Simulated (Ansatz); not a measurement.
# fcc against bcc along the alkali metals

Theory: DFT, r2SCAN, plane waves (500 eV) with PAW, scalar-relativistic in Ansatz 0.2.0. (PAW data from PBE, frozen cores regenerated.)

Each structure is relaxed within its symmetry, in the lowest magnetic state of the tried starts. Differences under about 8 meV lie within the error of the k-point mesh.

```
element  E(fcc) − E(bcc) (meV/atom)  V(fcc) (Å³/atom)  V(bcc) (Å³/atom)       state of fcc       state of bcc
     Li                          -2             20.98             21.00  spin not included  spin not included
     Na                           0             37.71             37.71  spin not included  spin not included
      K                           2             76.57             76.13  spin not included  spin not included
     Rb                           1             95.60             94.33  spin not included  spin not included
     Cs                           2            123.60            123.23  spin not included  spin not included
```
